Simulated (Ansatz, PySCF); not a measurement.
Cl₂, SMILES ClCl (connectivity only; charge and spin as stated), charge +1, multiplicity 2. Atoms are numbered in the order given.

```xyz
2

Cl     0.0000     0.0000    -0.9417
Cl     0.0000     0.0000     0.9417
```
Charge +1, spin multiplicity 2.

Geometry optimised at PBE0-D3(BJ)/def2-TZVPD.

Two levels are set side by side: PBE-D3(BJ)/def2-TZVPD (Ansatz, a program for electronic structure) and PBE0-D3(BJ)/def2-TZVPD (Ansatz). Each level has its own optimised geometry; the coordinates shown are those of the second. Frequencies come from the Hessian of PySCF at each geometry. Differences are taken from unrounded values.

```json
[
 {"quantity": "bond Cl1–Cl2 (Å)", "PBE0-D3(BJ)": "1.883", "PBE-D3(BJ)": "1.914", "PBE-D3(BJ) minus PBE0-D3(BJ)": "0.030"},
 {"quantity": "highest harmonic wavenumber (cm⁻¹)", "PBE0-D3(BJ)": "675", "PBE-D3(BJ)": "621", "PBE-D3(BJ) minus PBE0-D3(BJ)": "-54"},
 {"quantity": "mean harmonic wavenumber (cm⁻¹)", "PBE0-D3(BJ)": "675", "PBE-D3(BJ)": "621", "PBE-D3(BJ) minus PBE0-D3(BJ)": "-54"},
 {"quantity": "zero-point energy (kcal/mol)", "PBE0-D3(BJ)": "0.96", "PBE-D3(BJ)": "0.89", "PBE-D3(BJ) minus PBE0-D3(BJ)": "-0.08"}
]
```
